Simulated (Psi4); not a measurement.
Reaction (SMILES): FCF + 2 [H][H] (H2) → C (CH4) + 2 F (HF)
B3LYP-D3(BJ)/def2-TZVP geometries, fixed; electronic energies without zero-point terms.

Basis-set convergence of the energy of full hydrogenation at MP2 with Psi4. Cartesian d functions, on some or all atoms, in 6-31G**; all else is spherical. Density fitting with the program's default auxiliary sets. Cores are frozen. Psi4's default fitting sets serve the pcseg sets less well. No added dispersion term, no relativity. Functions are those of the species that has most. Reference: Hartree-Fock in cc-pVQZ plus the correlation part extrapolated as X^-3 from cc-pVTZ and cc-pVQZ, -48.92 kcal/mol, itself unsure by roughly 0.52 kcal/mol (a third of the extrapolation step and of the last Hartree-Fock step). Deviations are taken from unrounded values.

| basis | functions | energy of full hydrogenation (kcal/mol) | minus reference (kcal/mol) |
|---|---|---|---|
| STO-3G | 17 | 3.16 | 52.07 |
| 6-31G | 31 | -38.68 | 10.24 |
| pcseg-0 | 31 | -26.96 | 21.96 |
| def2-SV(P) | 46 | -20.44 | 28.48 |
| cc-pVDZ | 52 | -43.69 | 5.23 |
| 6-31G** | 55 | -36.79 | 12.13 |
| 6-311G** | 66 | -45.49 | 3.43 |
| 6-311+G** | 78 | -51.53 | -2.62 |
| def2-SVPD | 82 | -51.76 | -2.84 |
| aug-pcseg-1 | 87 | -47.79 | 1.13 |
| def2-TZVP | 105 | -43.32 | 5.60 |
| cc-pVTZ | 118 | -46.48 | 2.44 |
| jun-cc-pV(T+d)Z | 145 | -49.33 | -0.41 |
| aug-pcseg-2 | 184 | -48.10 | 0.82 |
| cc-pVQZ | 225 | -48.28 | 0.64 |
| def2-QZVPP | 231 | -49.18 | -0.26 |
| pcseg-3 | 246 | -49.18 | -0.26 |
| def2-QZVPPD | 261 | -49.52 | -0.60 |
